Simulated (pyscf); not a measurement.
F–ZnH + H₂ → ZnH₂ + HF, a four-centre exchange (singlet surface; F–Zn, H–H broken, H–Zn, F–H formed). PySCF, gas phase, ωB97X-D3(BJ)/def2-SVP geometries. Energies in kJ/mol from the separated reactants.

Small-basis levels: PySCF, no dispersion term, spherical d functions. 

**Question.** In single points B3LYP/LANL2DZ puts the saddle at 111.1 kJ/mol and the reaction energy at +128.8 kJ/mol. Should these be trusted to within a few kcal/mol? Compare with ωB97M-D3(BJ)/def2-TZVP.

**Answer.** ωB97M-D3(BJ)/def2-TZVP gives ΔE‡ = 100.7 kJ/mol and ΔE = +67.5 kJ/mol. B3LYP/LANL2DZ lies 10.4 kJ/mol over it in the barrier and 61.3 kJ/mol over it in the reaction energy, so on this step it does not hold to within 12.6 kJ/mol. At B3LYP/LANL2DZ this geometry lies under one side, so its ΔE‡ may be no barrier of that level. ωB97M-D3(BJ)/def2-TZVP has limits of its own. On the product side the descent ends in a complex, 18.4 kJ/mol under the separated species and 47.2 kJ/mol under the saddle at ωB97X-D3(BJ)/def2-TZVP. At the saddle there is also a short H–Zn contact that neither side keeps. This is the saddle that the search found; another between the same sides may lie lower. In the def2 sets elements up to Kr have no core potential.
